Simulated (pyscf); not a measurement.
Thermochemistry of product channels of `[SnH2]` [singlet] + `[CH4]` on the singlet surface, in kJ/mol, from ωB97M-D3(BJ)/def2-TZVP energies (ideal gas, 1 atm, RRHO with modes under 100 cm⁻¹ raised to 100, one conformer, R ln 2 for rigid chiral ones). Structures and frequencies: ωB97X-D3(BJ)/def2-SVP in PySCF.

```tsv
products	ΔE	ΔH(298 K)	ΔG(600 K)	ΔG(1200 K)
`[CH3][SnH3]`	-46.0	-46.4	+31.9	+102.3
`[CH3][SnH]` [singlet] + `[H][H]`	+46.7	+37.4	+37.0	+27.5
```

These are energies of the channels, which say nothing of barriers. Elements past Kr carry the def2 core potentials, without spin-orbit coupling.
